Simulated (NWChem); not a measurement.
P (+1)

```xyz
1

P      0.0000     0.0000     0.0000
```
Charge +1, spin multiplicity 3.

Program: NWChem.

The correlated methods keep 5 core orbitals frozen. The Pople sets run with spherical d functions. The stability of the SCF solutions was not checked.

Worked example. A B2PLYP run in 6-311G** ends its self-consistent part (53 % exact exchange, 47 % B88, 73 % LYP) at -340.74036 Ha, and second-order perturbation theory on those orbitals gives -0.06324 Ha unscaled.

The perturbative term enters with the weight 0.27: -340.74036 + 0.27·(-0.06324) = -340.75743 Ha is the total energy.
